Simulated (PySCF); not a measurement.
## Spin-Hamiltonian simulation

Molecule: `C=C(F)C#CC`, C5H5F.

Bonds (- single, = double, # triple, : aromatic): C1=C2 1.336 Å, C2-F3 1.339 Å, C2-C4 1.425 Å, C4#C5 1.214 Å, C5-C6 1.450 Å. C1 carries H7, H8; C6 carries H9, H10, H11. H8 is cis to F3; H7 is trans to F3.

PySCF 2.14 calculation with B3LYP/pcJ-1 coupling constants (spin–dipole term only in couplings to heteroatoms), shielding tensors at PBE0/pcSseg-1 (GIAO) and structure optimised with PBE0-D3(BJ)/def2-SVP; non-relativistic, no solvent, single conformer, rapidly exchanging positions averaged.

References, each an isolated molecule treated in the same way: ¹H (σref 31.27) against TMS.

Shifts (ppm): F3 -91.2, H7 4.95, H8 5.17, H9/H10/H11 2.06.
Couplings (Hz): F3–H7: 36.6; F3–H8: 8.1; F3–H9, F3–H10, F3–H11: 5.5; H7–H8: -1.9; H7–H9, H7–H10, H7–H11: -0.9; H8–H9, H8–H10, H8–H11: -0.6; H9–H10, H9–H11, H10–H11: -18.7.

The 6-spin Hamiltonian (Zeeman plus full scalar coupling among like nuclei) was diagonalised exactly; lines are Lorentzian, 0.5 Hz wide, and the maxima above 3 % are listed with the tallest set to 100.

Task: Give the ¹H peak list of this spin system at 300 MHz.

Result: 
| Hz | ppm | height |
| --- | --- | --- |
| 1556.9 | 5.190 | 8 |
| 1556.3 | 5.188 | 18 |
| 1555.7 | 5.186 | 19 |
| 1555.1 | 5.184 | 15 |
| 1554.4 | 5.181 | 20 |
| 1553.9 | 5.180 | 19 |
| 1553.3 | 5.178 | 9 |
| 1548.8 | 5.162 | 8 |
| 1548.2 | 5.161 | 18 |
| 1547.6 | 5.159 | 19 |
| 1547.0 | 5.157 | 15 |
| 1546.3 | 5.154 | 20 |
| 1545.8 | 5.152 | 19 |
| 1545.2 | 5.151 | 9 |
| 1505.6 | 5.019 | 7 |
| 1504.7 | 5.016 | 17 |
| 1503.8 | 5.013 | 22 |
| 1502.8 | 5.009 | 22 |
| 1501.9 | 5.006 | 16 |
| 1501.0 | 5.003 | 6 |
| 1469.0 | 4.897 | 7 |
| 1468.1 | 4.894 | 17 |
| 1467.2 | 4.891 | 22 |
| 1466.2 | 4.887 | 22 |
| 1465.3 | 4.884 | 17 |
| 1464.4 | 4.881 | 7 |
| 621.5 | 2.072 | 75 |
| 620.8 | 2.069 | 100 |
| 620.7 | 2.069 | 100 |
| 620.0 | 2.067 | 75 |
| 616.0 | 2.053 | 75 |
| 615.3 | 2.051 | 100 |
| 615.2 | 2.051 | 100 |
| 614.5 | 2.048 | 74 |

Task: And at 400 MHz?

Result: 
Hz from δ = 0 (height): 2073.8 (8), 2073.3 (18), 2072.7 (19), 2072.1 (15), 2071.4 (20), 2070.8 (19), 2070.3 (9), 2065.7 (8), 2065.2 (18), 2064.6 (19), 2064.0 (15), 2063.3 (20), 2062.7 (19), 2062.2 (9), 2000.6 (7), 1999.7 (17), 1998.8 (22), 1997.8 (22), 1996.9 (17), 1996.0 (7), 1964.0 (7), 1963.1 (17), 1962.2 (22), 1961.2 (22), 1960.3 (17), 1959.4 (7), 827.5 (75), 826.8 (100), 826.7 (100), 826.0 (75), 822.0 (75), 821.3 (100), 821.2 (100), 820.5 (74)

Task: Among coupled protons with different shifts, which pair is furthest from first order, and how does the field change that?

Result: H7 and H8: Δν/J is about 34.7 at 300 MHz (close to first order) and 46.3 at 400 MHz (close to first order). J in Hz doesn't depend on the field, while Δν in Hz grows in proportion to it.
